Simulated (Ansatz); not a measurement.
Barrier F− + CH3F (SMILES CF) via CH3F2, on the benchmark's geometries as Psi4's copy gives them; open shells unrestricted, no zero-point energy, no spin–orbit coupling.
Transition structure (charge -1, multiplicity 1, Z-matrix in Å and degrees):
```
C
H 1 1.0696
H 1 1.0696 2 120.00
H 1 1.0696 2 120.04 3 179.99
F 1 1.8234 2 89.98 3 -89.99
F 1 1.8241 2 89.99 3 89.99
```

Correlated levels freeze the cores. MP2 and its Hartree–Fock in aug-cc-pVQZ are density fitted.

The values were computed with Ansatz (Gaussian orbitals). 

The barrier height is − E(F) − E(CH3F) + E(TS). Total energies (hartree):

```json
[
 {"level": "HF/aug-cc-pVTZ", "F": "-99.4508070", "CH3F": "-139.0975091", "TS": "-238.5351447"},
 {"level": "MP2/aug-cc-pVTZ", "F": "-99.7458778", "CH3F": "-139.5414994", "TS": "-239.2871355"},
 {"level": "HF/aug-cc-pVQZ", "F": "-99.4574600", "CH3F": "-139.1069493", "TS": "-238.5508845"},
 {"level": "MP2/aug-cc-pVQZ", "F": "-99.7742797", "CH3F": "-139.5811208", "TS": "-239.3549745"},
 {"level": "CCSD(T)/aug-cc-pVTZ", "F": "-99.7495372", "CH3F": "-139.5712455", "TS": "-239.3225529"}
]
```

Question: Work out the barrier height at the basis-set limit: extrapolate the MP2 correlation part as X⁻³, take Hartree–Fock from the larger set, and add the CCSD(T) − MP2 difference of aug-cc-pVTZ.

Answer: 
1. Differences (1 hartree = 627.509 kcal/mol): HF/aug-cc-pVTZ 8.265; MP2/aug-cc-pVTZ 0.152; HF/aug-cc-pVQZ 8.487; MP2/aug-cc-pVQZ 0.267; CCSD(T)/aug-cc-pVTZ -1.111.
2. Correlation parts, MP2 less HF: -8.114 in aug-cc-pVTZ (X = 3), -8.220 in aug-cc-pVQZ (X = 4).
3. Limit (4³·(-8.220) − 3³·(-8.114))/(4³ − 3³) = -8.297; with HF/aug-cc-pVQZ it gives 0.190.
4. CCSD(T) less MP2 in aug-cc-pVTZ: -1.262.
Result: -1.07 kcal/mol, against 0.15 at MP2/aug-cc-pVTZ. It is an estimate of this method's limit, not of the exact value.

Ansatz is a program for electronic structure.
